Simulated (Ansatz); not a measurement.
A relaxed structure of Nb. Method: r2SCAN (plane waves to 500 eV, PAW, scalar-relativistic; Ansatz, an electronic-structure program).

```
CELL_PARAMETERS angstrom
     -1.65132     1.65132     1.65132
      1.65132    -1.65132     1.65132
      1.65132     1.65132    -1.65132
ATOMIC_POSITIONS crystal
  Nb 0.00000 0.00000 0.00000
```

Problem. Find the space group and the Wyckoff positions (tolerance 0.01 Å).

Solution. Space group Im-3m (No. 229); a = b = c = 3.3026 Å, α = β = γ = 90.00°

| atom | site | symmetry | x | y | z |
|---|---|---|---|---|---|
| Nb | 2a | m-3m | 0.0000 | 0.0000 | 0.0000 |

This is the bcc (W type).

Problem. Give the shortest distances between elements (the closest pairs, up to four, under 3.6 Å).

Solution. Nb–Nb 2.86 Å.

* **Volume per atom**: 18.01 Å³
* **Band gap**: no gap (metallic)

No spin polarisation in the result.

Measured for Nb: a 3.294 Å (static lattice; corrected from measurement; as listed in Daniel Mejia-Rodriguez, S. B. Trickey, Phys. Rev. B (2018)). Computed minus measured — a: r2SCAN +0.3 %. The computed values are for a static lattice.

The run could not lose the symmetry of its start.

It was reached from a disturbed copy of a P6/mmm (No. 191) cell, against which it lies -0.19 eV/atom.
